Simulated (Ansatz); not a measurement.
Total energies of ClHSSi, SMILES `S[Si]Cl`.

```xyz
4

S     0.922    0.488    0.438
Si   -0.841   -0.595   -0.087
Cl   -1.053    0.167   -2.018
H     0.972   -0.060    1.667
```

Charge 0, multiplicity 1. The structure was optimised at the PBE0-D4/def2-TZVP level. It is one conformer, not always the lowest. Basis def2-TZVPP, Ansatz 0.2.0.

RPA on PBE orbitals: Hartree–Fock energy of these orbitals -1146.58990 Eh, correlation -0.79554 Eh (frozen core).

```csv
functional,energy without D4 (Eh),D4 term (kJ/mol)
LDA (SPW92),-1144.56076,–
PBE,-1148.06952,-11.8
BLYP,-1148.57252,-26.0
r2SCAN,-1148.48709,-2.4
B97M-V,-1148.27852,–
PBE0,-1148.16089,-10.0
B3LYP,-1148.62476,-19.8
r2SCAN0,-1148.47349,-3.0
BHLYP,-1148.56892,-17.7
CAM-B3LYP,-1148.59954,-10.4
ωB97X-V,-1148.39160,–
ωB97M-V,-1148.51400,–
B2PLYP,-1148.19654,–
PBE-QIDH,-1147.90161,–
```

Q: Give the same for revPBE, r2SCANh, HSE06 (plane-wave form), LC-ωPBE. (Estimate.)

A: The calculation gave: 
```json
{"functional": "revPBE", "energy without D4 (Eh)": "-1148.35903", "D4 term (kJ/mol)": "-30.7"}
{"functional": "r2SCANh", "energy without D4 (Eh)": "-1148.48133", "D4 term (kJ/mol)": "-2.7"}
{"functional": "HSE06 (plane-wave form)", "energy without D4 (Eh)": "-1148.13970", "D4 term (kJ/mol)": "-9.4"}
{"functional": "LC-ωPBE", "energy without D4 (Eh)": "-1148.22704", "D4 term (kJ/mol)": "–"}
```

B3LYP takes the VWN-RPA correlation (the form of Gaussian; ORCA's B3LYP/G). HSE06 is the plane-wave form, built on full-range PBE exchange. The double hybrids freeze the cores in their second-order part.

LC-ωPBE has ω = 0.4 bohr⁻¹.
